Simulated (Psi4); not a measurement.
**Si2H6O (SMILES O[SiH2][SiH3]): a chain of runs**

Wanted: a structure relaxation (B3LYP-D3(BJ)/def2-SVP), then vibrational wavenumbers of Si2H6O. 

Program for the calculation: Psi4 1.11.

### 1 The structure to begin with

Si2H6O: 9 atoms, total charge 0, spin state singlet. SMILES: `O[SiH2][SiH3]`. The shape is that of a PBE0-D4/def2-TZVP optimisation. This is one conformer, not always the lowest. The run starts from this shape.

Bond lengths: O1–Si2 1.654 Å, Si2–Si3 2.347 Å, O1–H4 0.958 Å, Si2–H5 1.493 Å, Si2–H6 1.484 Å, Si3–H7 1.489 Å, Si3–H8 1.491 Å, Si3–H9 1.488 Å. Some angles: O1–Si2–Si3 112.4°, O1–Si2–H5 111.3°, O1–Si2–H6 105.5°, Si3–Si2–H5 108.5°, Si3–Si2–H6 110.6°, Si2–O1–H4 117.6°, Si2–Si3–H7 110.0°, Si2–Si3–H8 110.1°, Si2–Si3–H9 111.4°, H5–Si2–H6 108.5°.

### 2 A geometry optimisation at B3LYP-D3(BJ)/def2-SVP (density fitting) (run 1)

Input file job.in:

```
memory 1.6 GB

molecule geom {
  0 1
  O     -1.609000     1.039900    -0.762000
  Si     0.004800     0.933100    -0.415900
  Si     0.544200    -1.038400     0.738600
  H     -1.996600     0.341400    -1.290800
  H      0.830600     0.994500    -1.657800
  H      0.311400     2.125200     0.413000
  H      2.012900    -1.104800     0.974500
  H      0.146200    -2.228200    -0.066200
  H     -0.156000    -1.109100     2.049500
  units angstrom
}

set basis def2-SVP
set geom_maxiter 60

optimize('b3lyp-d3(bj)')
```

Started as:

```bash
$ psi4 -i job.in -o job.out -n 1
```

job.out:

```text
Psi4 1.11 release

gradient() will perform analytic gradient computation.

   => Loading Basis Set <=

    Name: DEF2-SVP
    Role: ORBITAL
    Keyword: BASIS

   => B3LYP-D3(BJ): Empirical Dispersion <=

        s6 =       1.000000
        s8 =       1.988900
        a1 =       0.398100
        a2 =       4.421100

         ---------------------------------------------------------
                                   SCF
                              RKS Reference
                        1 Threads,   1525 MiB Core
         ---------------------------------------------------------

  ==> Geometry <==

    Molecular point group: c1
    Full point group: C1

    Geometry (in Angstrom), charge = 0, multiplicity = 1:

       Center              X                  Y                   Z               Mass
    ------------   -----------------  -----------------  -----------------  -----------------
         O           -1.490801230168     0.877090228682    -0.726940805816    15.994914619570
         SI           0.122998769832     0.770290228682    -0.380840805816    27.976926534650
         SI           0.662398769832    -1.201209771318     0.773659194184    27.976926534650
[... 5 lines of this table left out ...]
         H           -0.037801230168    -1.271909771318     2.084559194184     1.007825032230

  Running in c1 symmetry.

  Rotational constants: A =      0.52014  B =      0.10984  C =      0.09733 [cm^-1]
  Rotational constants: A =  15593.30045  B =   3292.79427  C =   2917.76744 [MHz]
  Nuclear repulsion =  152.934873374031042

  Charge       = 0
  Multiplicity = 1
  Electrons    = 42
  Nalpha       = 21
  Nbeta        = 21

  ==> Algorithm <==

  SCF Algorithm Type is DF.
  DIIS enabled.
  MOM disabled.
  Fractional occupation disabled.
  Guess Type is SAD.
  Energy threshold   = 1.00e-08
  Density threshold  = 1.00e-08
  Integral threshold = 1.00e-12

  ==> Primary Basis <==

  Basis Set: DEF2-SVP
    Blend: DEF2-SVP
    Number of shells: 40
    Number of basis functions: 80
    Number of Cartesian functions: 83
    Spherical Harmonics?: true
    Max angular momentum: 2

  ==> DFT Potential <==

   => LibXC <=

    Version 7.1.2

   => Composite Functional: B3LYP-D3BJ2B <=

    B3LYP-d3bj2b Hyb-GGA Exchange-Correlation Functional

    Deriv               =              1
    GGA                 =           TRUE
    Meta                =          FALSE

    Exchange Hybrid     =           TRUE
    MP2 Hybrid          =          FALSE

   => Exchange Functionals <=

    0.0800   Slater exchange
    0.7200         Becke 88

   => Exact (HF) Exchange <=

    0.2000               HF

   => Correlation Functionals <=

    0.1900   Vosko, Wilk & Nusair (VWN5_RPA)
    0.8100   Lee, Yang & Parr

   => LibXC Density Thresholds  <==

    XC_HYB_GGA_XC_B3LYP:  1.00E-15

   => Molecular Quadrature <=

    Radial Scheme          =       TREUTLER
    Pruning Scheme         =           NONE
    Nuclear Scheme         =       TREUTLER

    Blocking Scheme        =         OCTREE
    BS radius alpha        =              1
    Pruning alpha          =              1
    Radial Points          =             75
    Spherical Points       =            302
    Total Points           =         194603
    Total Blocks           =           1492
    Max Points             =            256
    Max Functions          =             79
    Weights Tolerance      =       1.00E-15

   => Loading Basis Set <=

    Name: (DEF2-SVP AUX)
    Role: JKFIT
    Keyword: DF_BASIS_SCF

  ==> Integral Setup <==

  DFHelper Memory: AOs need 0.023 GiB; user supplied 0.778 GiB.
  SCF_SUBTYPE=INCORE selected. In-core MEM_DF algorithm will be used.
  Using in-core AOs.

  ==> MemDFJK: Density-Fitted J/K Matrices <==

    J tasked:                   Yes
    K tasked:                   Yes
    wK tasked:                   No
    Memory [MiB]:               796
    Algorithm:                 Core
    Schwarz Cutoff:           1E-12
    Mask sparsity (%):       2.1875
    Fitting Condition:        1E-10

   => Auxiliary Basis Set <=

  Basis Set: (DEF2-SVP AUX)
    Blend: DEF2-UNIVERSAL-JKFIT
    Number of shells: 137
    Number of basis functions: 441
    Number of Cartesian functions: 523
    Spherical Harmonics?: true
    Max angular momentum: 4

  Cached 100.0% of DFT collocation blocks in 0.340 [GiB].

  Minimum eigenvalue in the overlap matrix is 5.4488469186E-03.
  Reciprocal condition number of the overlap matrix is 1.2023673339E-03.
    Using symmetric orthogonalization.

  ==> Pre-Iterations <==

  SCF Guess: Superposition of Atomic Densities via on-the-fly atomic UHF (no occupation information).

   -------------------------
    Irrep   Nso     Nmo
   -------------------------
     A         80      80
   -------------------------
    Total      80      80
   -------------------------

  ==> Iterations <==

                           Total Energy        Delta E     RMS |[F,P]|

[... 1 line left out ...]
   @DF-RKS iter   1:  -657.47169495137814   -3.69841e-01   8.12405e-03 DIIS/ADIIS
[... 3 lines left out ...]
   @DF-RKS iter   5:  -657.64877906497441   -3.65039e-04   4.79212e-05 DIIS
[... 3 lines left out ...]
   @DF-RKS iter   9:  -657.64879039801281   -6.81098e-10   6.11375e-08 DIIS
[... 30 lines left out ...]
    Final Occupation by Irrep:
[... 11 lines left out ...]
    Two-Electron Energy =                 445.7863840170394383
[... 3 lines left out ...]
    Total Energy =                       -657.6487903980271312
[... 90 lines left out ...]
    Weights Tolerance      =       1.00E-15
[... 56 lines left out ...]
	  Convergence Criteria     1.00e-06 *    3.00e-04 *             o    1.20e-03 *             o~
[... 134 lines left out ...]
   @DF-RKS iter   1:  -657.64912326624255   -1.71906e-02   1.21341e-04 DIIS/ADIIS
[... 3 lines left out ...]
   @DF-RKS iter   5:  -657.64917757132525   -6.66636e-08   5.29096e-07 DIIS
[... 3 lines left out ...]
  Energy and wave function converged.
[... 17 lines left out ...]
    One-Electron Energy =               -1212.0999687598398395
[... 3 lines left out ...]
    VV10 Nonlocal Energy =                  0.0000000000000000
[... 17 lines left out ...]
 Dipole Z            :         -0.9147792            0.6125428           -0.3022364
[... 97 lines left out ...]
	   Step    Total Energy     Delta E     Max Force     RMS Force      Max Disp      RMS Disp
[... 104 lines left out ...]
   @DF-RKS iter   0:  -657.64772571950368   -6.57648e+02   1.34565e-04
[... 3 lines left out ...]
   @DF-RKS iter   4:  -657.64920072520908   -2.74567e-08   8.35988e-07 DIIS
[... 3 lines left out ...]
  Energy and wave function converged.
[... 17 lines left out ...]
    One-Electron Energy =               -1211.9210190569419865
[... 3 lines left out ...]
    VV10 Nonlocal Energy =                  0.0000000000000000
[... 17 lines left out ...]
 Dipole Z            :         -0.9150008            0.6154348           -0.2995660
[... 97 lines left out ...]
	   Step    Total Energy     Delta E     Max Force     RMS Force      Max Disp      RMS Disp
[... 93 lines left out ...]
   @DF-RKS iter   0:  -657.64873417579827   -6.57649e+02   1.31936e-04
[... 3 lines left out ...]
   @DF-RKS iter   4:  -657.64921206144641   -1.32200e-07   6.40469e-07 DIIS
[... 3 lines left out ...]
  Energy and wave function converged.
[... 17 lines left out ...]
    One-Electron Energy =               -1211.9450108463643119
[... 3 lines left out ...]
    VV10 Nonlocal Energy =                  0.0000000000000000
[... 17 lines left out ...]
 Dipole Z            :         -0.9114913            0.6176347           -0.2938566
[... 97 lines left out ...]
	   Step    Total Energy     Delta E     Max Force     RMS Force      Max Disp      RMS Disp
[... 93 lines left out ...]
   @DF-RKS iter   0:  -657.64906913862831   -6.57649e+02   6.91677e-05
[... 3 lines left out ...]
   @DF-RKS iter   4:  -657.64921492784651   -5.81650e-08   5.86080e-07 DIIS
[... 3 lines left out ...]
  Energy and wave function converged.
[... 17 lines left out ...]
    One-Electron Energy =               -1212.0033622174150878
[... 3 lines left out ...]
    VV10 Nonlocal Energy =                  0.0000000000000000
[... 17 lines left out ...]
 Dipole Z            :         -0.9102014            0.6202483           -0.2899530
[... 97 lines left out ...]
	   Step    Total Energy     Delta E     Max Force     RMS Force      Max Disp      RMS Disp
[... 93 lines left out ...]
   @DF-RKS iter   0:  -657.64925209935643   -6.57649e+02   7.16664e-05
[... 3 lines left out ...]
   @DF-RKS iter   4:  -657.64921690038886   -6.43718e-09   4.85133e-07 DIIS
[... 3 lines left out ...]
  Energy and wave function converged.
[... 17 lines left out ...]
    One-Electron Energy =               -1212.0705174046790944
[... 3 lines left out ...]
    VV10 Nonlocal Energy =                  0.0000000000000000
[... 17 lines left out ...]
 Dipole Z            :         -0.9112164            0.6254015           -0.2858149
[... 97 lines left out ...]
	   Step    Total Energy     Delta E     Max Force     RMS Force      Max Disp      RMS Disp
[... 93 lines left out ...]
   @DF-RKS iter   0:  -657.64938863604914   -6.57649e+02   6.49329e-05
[... 3 lines left out ...]
   @DF-RKS iter   4:  -657.64921779685108   -5.08521e-09   2.71862e-07 DIIS
[... 3 lines left out ...]
  Energy and wave function converged.
[... 19 lines left out ...]
    Virtual:

      22A     -0.010931    23A      0.019754    24A      0.048321
      25A      0.061570    26A      0.077305    27A      0.078397
      28A      0.102029    29A      0.112728    30A      0.219419
[... 16 lines of this table left out ...]
      79A      3.117084    80A      3.673125

    Final Occupation by Irrep:
              A
    DOCC [    21 ]
    NA   [    21 ]
    NB   [    21 ]

  @DF-RKS Final Energy:  -657.64921779718838

   => Energetics <=

    Nuclear Repulsion Energy =            152.0700815567658708
    One-Electron Energy =               -1212.1133030026294364
    Two-Electron Energy =                 444.9055991563353132
    DFT Exchange-Correlation Energy =     -42.5004236259566426
    Empirical Dispersion Energy =          -0.0111718817036185
    VV10 Nonlocal Energy =                  0.0000000000000000
    Total Energy =                       -657.6492177971884985

Computation Completed

Properties will be evaluated at   0.000000,   0.000000,   0.000000 [a0]

Properties computed using the SCF density matrix

 Multipole Moments:

 ------------------------------------------------------------------------------------
     Multipole            Electronic (a.u.)      Nuclear  (a.u.)        Total (a.u.)
 ------------------------------------------------------------------------------------

 L = 1.  Multiply by 2.5417464519 to convert [e a0] to [Debye]
 Dipole X            :         -1.7523404            1.7354718           -0.0168686
 Dipole Y            :          1.5004529           -1.8737770           -0.3733241
 Dipole Z            :         -0.9140739            0.6321195           -0.2819544
 Magnitude           :                                                    0.4681385

 ------------------------------------------------------------------------------------

	total time  =          5 seconds =       0.08 minutes

         ------------------------------------------------------------
                                   SCF GRAD
         ------------------------------------------------------------

  ==> Geometry <==

    Molecular point group: c1
    Full point group: C1

    Geometry (in Angstrom), charge = 0, multiplicity = 1:

       Center              X                  Y                   Z               Mass
    ------------   -----------------  -----------------  -----------------  -----------------
         O           -1.506984967740     0.862124539817    -0.721918990652    15.994914619570
         SI           0.133466507364     0.781632406499    -0.383995690383    27.976926534650
         SI           0.661804352208    -1.202715944170     0.772632128283    27.976926534650
[... 5 lines of this table left out ...]
         H           -0.056505903772    -1.261355483380     2.080524137650     1.007825032230

  Nuclear repulsion =  152.070081556765871

   => Molecular Quadrature <=

    Radial Scheme          =       TREUTLER
    Pruning Scheme         =           NONE
    Nuclear Scheme         =       TREUTLER

    Blocking Scheme        =         OCTREE
    BS radius alpha        =              1
    Pruning alpha          =              1
    Radial Points          =             75
    Spherical Points       =            302
    Total Points           =         194619
    Total Blocks           =           1492
    Max Points             =            256
    Max Functions          =             79
    Weights Tolerance      =       1.00E-15

  -Total Gradient:
     Atom            X                  Y                   Z
    ------   -----------------  -----------------  -----------------
       1       -0.000008709211     0.000071998005     0.000129112162
       2       -0.000110555228    -0.000047060293     0.000031887559
       3        0.000022196117     0.000034998214    -0.000008603661
[... 5 lines of this table left out ...]
       9       -0.000015874185     0.000017003103     0.000020277866

	total time  =          2 seconds =       0.03 minutes

    			-----------------------------------------

    			 OPTKING 3.0: for geometry optimizations

    			        with contributions from

    			-----------------------------------------

	                            ===> Fragment 1 <==

	 Z (Atomic Numbers)          Masses                          Geom
	       8.000000            15.994915         -2.84778886  1.62917927 -1.36422918
	      14.000000            27.976927          0.25221515  1.47707118 -0.72564669
	      14.000000            27.976927          1.25062897 -2.27280374  1.46006312
[... 5 lines of this table left out ...]
	       1.000000             1.007825         -0.10678068 -2.38361641  3.93162082

	 - Coordinate -           - BOHR/RAD -       - ANG/DEG -
	 R(1,2)           =         3.168746           1.676828
	 R(1,4)           =         1.822530           0.964441
	 R(2,3)           =         4.453731           2.356813
[... 29 lines of this table left out ...]
	 D(6,2,3,9)       =         0.977295          55.994902

	        --- Internal Coordinate Step in ANG or DEG, aJ/ANG or AJ/DEG ---
	-------------------------------------------------------------------------------
	           Coordinate      Previous         Force          Change          New
	           ----------      --------        ------          ------        ------
	               R(1,2)       1.67683        0.00029       -0.00007       1.67675
	               R(1,4)       0.96444       -0.00066       -0.00009       0.96435
	               R(2,3)       2.35681        0.00024        0.00013       2.35694
[... 29 lines of this table left out ...]
	           D(6,2,3,9)      55.99490       -0.00000       -0.14184      55.85307
	-------------------------------------------------------------------------------

	                                 ==> Convergence Check <==

	Measures of convergence in internal coordinates in au.

	Criteria marked as inactive (o), active & met (*), and active & unmet ( ).

	----------------------------------------------------------------------------------------------
	   Step    Total Energy     Delta E     Max Force     RMS Force      Max Disp      RMS Disp
	----------------------------------------------------------------------------------------------
	  Convergence Criteria     1.00e-06 *    3.00e-04 *             o    1.20e-03 *             o
	----------------------------------------------------------------------------------------------
	     7    -657.64921780   -8.96e-07 *    1.27e-04 *    3.67e-05 o    6.27e-03      2.33e-03 o  ~
	----------------------------------------------------------------------------------------------

Next Geometry in Ang
	Fragment 1 (Ang)

	    O  -1.5059494240   0.8611740106  -0.7234662058
	   Si   0.1342563307   0.7823554134  -0.3843277848
	   Si   0.6617663943  -1.2023444040   0.7723371885
[... 5 lines of this table left out ...]
	    H  -0.0560668477  -1.2603345503   2.0804756585

    Final optimized geometry and variables:
    Molecular point group: c1
    Full point group: C1

    Geometry (in Angstrom), charge = 0, multiplicity = 1:

    O           -1.506984967740     0.862124539817    -0.721918990652
    SI           0.133466507364     0.781632406499    -0.383995690383
    SI           0.661804352208    -1.202715944170     0.772632128283
[... 5 lines of this table left out ...]
    H           -0.056505903772    -1.261355483380     2.080524137650

    Psi4 run time: 0:01:01.42

[set-up sections that repeat, and orbital energies of the middle runs, are left out above]
```

The script printed:

```text
Optimizer: Optimization complete!
```

Run time: 63 s. Hardware: 1 thread of AMD EPYC 7R43 (Zen 3), shared host; peak memory 0.63 GiB.

Steps, from the record of the run:

```
step  energy from the first frame kept (eV)  largest force (eV/Å)
   0                                 0.0000                0.5875
   1                                -0.0105                0.1485
   2                                -0.0112                0.0461
   3                                -0.0115                0.0160
   4                                -0.0116                0.0160
   5                                -0.0116                0.0109
   6                                -0.0116                0.0076
```

After the run. Bond lengths: O1–Si2 1.677 Å, Si2–Si3 2.357 Å, O1–H4 0.964 Å, Si2–H5 1.498 Å, Si2–H6 1.488 Å, Si3–H7 1.495 Å, Si3–H8 1.496 Å, Si3–H9 1.493 Å. Some angles: O1–Si2–Si3 111.0°, O1–Si2–H5 111.9°, O1–Si2–H6 105.9°, Si3–Si2–H5 108.9°, Si3–Si2–H6 110.6°, Si2–O1–H4 116.7°, Si2–Si3–H7 110.9°, Si2–Si3–H8 109.8°, Si2–Si3–H9 110.8°, H5–Si2–H6 108.5°.

### 3 Vibrational wavenumbers at B3LYP-D3(BJ)/def2-SVP (density fitting) (run 2)

Input file job.in:

```
memory 1600 mb

molecule {
  0 1
  O     -1.625184     1.024934    -0.756978
  Si     0.015268     0.944442    -0.419055
  Si     0.543606    -1.039906     0.737573
  H     -2.000679     0.291611    -1.258364
  H      0.847384     1.016025    -1.662945
  H      0.317743     2.135203     0.419617
  H      2.013855    -1.134950     0.988717
  H      0.127668    -2.225871    -0.073901
  H     -0.174705    -1.098546     2.045465
}

set globals {
  basis                      def2-SVP
  t                          298.15
  rotational_symmetry_number 1
}

e_tot, wfn = frequencies("b3lyp-d3bj", return_wfn=True)
```

Started as:

```bash
$ psi4 -n 1 job.in job.out
```

job.out (excerpt; [...] marks lines left out):

```text
[...]
  Running in c1 symmetry.
[...]
  Nuclear repulsion =  152.070072585131953
[...]
  Multiplicity = 1
[...]
  Nalpha       = 21
  Nbeta        = 21
[...]
    Number of basis functions: 80
[...]
   @DF-RKS iter   1:  -657.47402019643800   -4.05462e-01   8.07198e-03 DIIS/ADIIS
[...]
   @DF-RKS iter  11:  -657.64921651717282   -3.41061e-13   2.59036e-09 DIIS
[...]
  @DF-RKS Final Energy:  -657.64921651717282
   => Energetics <=
    Nuclear Repulsion Energy =            152.0805461850467282
    One-Electron Energy =               -1212.1350030835699272
    Two-Electron Energy =                 444.9173477295305474
    DFT Exchange-Correlation Energy =     -42.5009351141776293
    Empirical Dispersion Energy =          -0.0111722340025306
    VV10 Nonlocal Energy =                  0.0000000000000000
    Total Energy =                       -657.6492165171729312
[...]
  -Total Gradient:
     Atom            X                  Y                   Z
    ------   -----------------  -----------------  -----------------
       1       -0.000004107279     0.000070173972     0.000127322558
       2       -0.000118556634    -0.000028964919     0.000060316144
       3       -0.000275427182    -0.000190074858     0.000254001049
       4        0.000039055565    -0.000054545541    -0.000077387435
       5        0.000021214970    -0.000000401996    -0.000037920718
       6        0.000059509243     0.000015452690     0.000018925083
       7        0.000016920915    -0.000025078327    -0.000009858514
       8        0.000062290788     0.000232238584     0.000241307540
       9        0.000215798678    -0.000002748046    -0.000504360654
[...]
  ==> Harmonic Vibrational Analysis <==
[...]
  Freq [cm^-1]                 108.6273            143.4564            228.5463
[...]
  IR activ [km/mol]             1.6339              7.2922             132.4505
[...]
  Freq [cm^-1]                 360.8874            412.0589            515.1463
[...]
  IR activ [km/mol]            19.2092              5.7039             13.6047
[...]
  Freq [cm^-1]                 848.6132            893.9222            917.8909
[...]
  IR activ [km/mol]            480.8488            23.4429             29.6005
[...]
  Freq [cm^-1]                 941.2400            942.7709            959.0314
[...]
  Freq [cm^-1]                2176.2785           2196.7936           2205.7450
[...]
  Freq [cm^-1]                2214.8601           2240.8411           3871.1594
[...]
```

Standard output:

```text
Warning: used thermodynamics relations inappropriate for low-frequency modes: ['108.6273' '143.4564' '228.5463' '360.8874' '412.0589' '515.1463'
 '609.9686']
```

Run time: 7.8 min. Hardware: 1 thread of AMD EPYC 7R43 (Zen 3), shared host; peak memory 0.62 GiB.

[end of part 1 of 2]
